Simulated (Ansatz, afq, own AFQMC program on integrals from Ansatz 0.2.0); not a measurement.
Two steps: Ansatz 0.2.0 writes the Fock matrix and Cholesky factors of the valence space, and afq projects on them the lowest state that overlaps trial and start.

```yaml
crystal:
  periodic: [false, false, false]
  atoms:
    - {symbol: Ge, position_ang: [0.000000, -0.030316, 0.518615]}
    - {symbol: Mg, position_ang: [0.000000, 0.048082, -1.483851]}
    - {symbol: H, position_ang: [0.000000, 1.104835, 1.582633]}
    - {symbol: H, position_ang: [0.000000, -0.079411, -3.177124]}
basis:
  gaussian: {orbitals: cc-pVDZ}
magnetization: {spin_polarized: true, initial_magnetization: 2}
correlation: {method: ccsd_t, electrons: outside_noble_gas, hamiltonian_folder: ham}
```

```sh
$ ansatz run in.yaml --threads 1 --pin off --events-out ev --progress --plain --max-ram 1382MiB
```

Options of the walk:

```
--method phaseless --trial hf --walkers 120 --populations 1 --least-time 40 --time-step 0.005 --steps-per-block 20 --equilibration-blocks 112 --max-blocks 600 --target-error 0.00102 --factor-cut 1e-05 --start spin_pure --seed 5988 --taylor-order 6
```

Times are imaginary, in 1/Eh. The walk had a cap of 932 s. Filled inner d shells are frozen with the cores.

Log:

```
orbitals 36  electrons 5 3  factors 286 of 577
reference energy -2275.99830084 Eh
CCSD correlation -0.12488945 Eh in 12 cycles, weight of the determinant in the CISD state 0.9075
energy of the start -2275.998585 Eh
 block  time / (1/Eh)  mean weight  energy / Eh
     1     0.100  1.0002  -2276.016740
     2     0.200  1.0004  -2276.030065
     3     0.300  1.0007  -2276.039985
     4     0.400  0.9999  -2276.047563
     5     0.500  1.0005  -2276.057367
     7     0.700  1.0001  -2276.077523
     9     0.900  1.0006  -2276.087530
    14     1.400  0.9987  -2276.110859
    40     4.000  1.0003  -2276.122857
    66     6.600  1.0003  -2276.123707
    92     9.200  1.0008  -2276.133304
   105    10.500  0.9999  -2276.142085
   118    11.800  0.9997  -2276.134668
   144    14.400  1.0003  -2276.125094
   170    17.000  0.9994  -2276.119718
   196    19.600  0.9995  -2276.121886
   222    22.200  1.0003  -2276.135872
   248    24.800  1.0010  -2276.120435
   274    27.400  0.9995  -2276.129605
   287    28.700  0.9997  -2276.109997
   300    30.000  1.0007  -2276.120872
   326    32.600  0.9999  -2276.123967
   352    35.200  0.9992  -2276.132261
   378    37.800  0.9995  -2276.129499
   404    40.400  1.0008  -2276.133612
   430    43.000  1.0008  -2276.133490
   456    45.600  0.9991  -2276.115677
   482    48.200  0.9988  -2276.140417
   508    50.800  0.9998  -2276.132547
   521    52.100  0.9994  -2276.120529
blocks merged  error / Eh  count
     1  0.000477  410
     2  0.000592  205
     4  0.000714  102
     8  0.000914  51
    16  0.000812  25
    32  0.000890  12
energy -2276.128186 +/- 0.000914 Eh
(rows thinned)
```

The run passed its tests (sampling time, drift between the halves within three errors, error under three times the target), which doesn't prove that it has relaxed.

Against this walk (error 24.9 meV) on the same determinant: CCSD(T) 65.6 meV higher, CCSDT(Q) 43.2 meV higher (within the noise). The error is statistical and leaves out the bias of the constraint.

Cautions: constraint bias not in the error; no relativity below Rb; no spin-orbit coupling; inner d shell frozen; lower spins were not checked.

The walk took 96 s on 1 thread of AMD EPYC 9R14 (Zen 4), on a shared host. The log's last line is the phaseless energy.

CCSDT and higher add their correlation energy to the determinant of the CCSD(T) run, since their own runs factorise the integrals more tightly (a shift of under 2 meV). A walk keeps the symmetry of its determinant, which the program's search chose and which needn't be the lowest solution, so a lower state of the same spin and another symmetry isn't excluded.
